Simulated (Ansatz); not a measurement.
Geometry optimisation, RKS B3LYP-D4/def2-SVP (Ansatz).

input.yaml

```yaml
crystal:
  periodic: [false, false, false]
  atoms:
    - { symbol: B, position_ang: [0.0, 0.0, 0.0] }
    - { symbol: H, position_ang: [0.0, 0.0, 1.19] }
    - { symbol: C, position_ang: [1.3856, 0.0, -0.8] }
    - { symbol: H, position_ang: [1.7152, -1.0462, -0.9702] }
    - { symbol: H, position_ang: [1.2491, 0.508, -1.7774] }
    - { symbol: H, position_ang: [2.1552, 0.5381, -0.2082] }
    - { symbol: O, position_ang: [-1.2211, 0.0, -0.705] }
    - { symbol: H, position_ang: [-1.7308, -0.8467, -0.4965] }
basis:
  gaussian: { orbitals: def2-SVP }
hamiltonian:
  xc: b3lyp
  dispersion: d4
relax:
  f_tol: 0.02
  max_steps: 40
output:
  orbitals: {}
```

Command:

```bash
$ ansatz run input.yaml --threads 1 --pin off --max-ram 2048MiB --backend cpu --events-out ev --progress --plain --runs-dir out
```

Task: Where does it end, and by what steps?

Result: It converged. The force dipped under the threshold on the way, but the program's further checks kept it going. After 10 steps the energy has fallen by 0.627 eV; H8 moved furthest, 0.66 Å.

```csv
step,energy less start (eV),largest force component (eV/Å),accepted
0,0.0000,2.058,yes
1,-0.2509,2.366,yes
2,-0.5032,1.249,yes
3,-0.5978,0.801,yes
4,-0.6141,0.391,yes
5,-0.6256,0.134,yes
6,-0.6271,0.036,yes
7,-0.6272,0.005,yes
8,-0.6272,0.028,no
9,-0.6272,0.022,yes
10,-0.6272,0.005,yes
```

```xyz
8
Properties=species:S:1:pos:R:3
B 0.018 -0.218 -0.089
H -0.029 -0.511 1.092
C 1.385 0.021 -0.816
H 2.021 -0.879 -0.732
H 1.277 0.280 -1.881
H 1.948 0.827 -0.310
O -1.141 -0.099 -0.783
H -1.926 -0.267 -0.247
```

Whether the end is a true minimum wasn't checked by a vibrational analysis.

The run took 22 s on 1 thread of Arm Neoverse V1, with other jobs on the host, peak memory 0.13 GiB.
